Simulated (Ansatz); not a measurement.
Basis-set extrapolation for C3H6FN, SMILES `NC/C=C\F` (PBE0-D4/def2-TZVP geometry, frozen core, Ansatz 0.2.0). Multiplicity 1, RHF reference.

```csv
,def2-TZVPP,def2-QZVPP
HF,-271.061375,-271.073892
MP2 correlation,-0.953829,-1.024997
CCSD(T) correlation,-1.025281,not run
```

Energies in hartree. Use E(X) = E(∞) + A·exp(−7.88·√X) for Hartree–Fock and E(X) = E(∞) + B·X^(−2.97) for correlation, with X = 3 and 4, and add CCSD(T) minus MP2 of the smaller set to the MP2 limit.

Question: What is the CCSD(T) energy at the basis-set limit?

Answer: HF limit: -271.073892 + (-0.012517) × 0.13774 = -271.07562. MP2 limit: -1.024997 + (-0.071168) × 0.74074 = -1.07771. Higher-order term: -1.025281 − (-0.953829) = -0.07145. Total: -272.22478 hartree, 362.6 kJ/mol below CCSD(T)/def2-TZVPP.
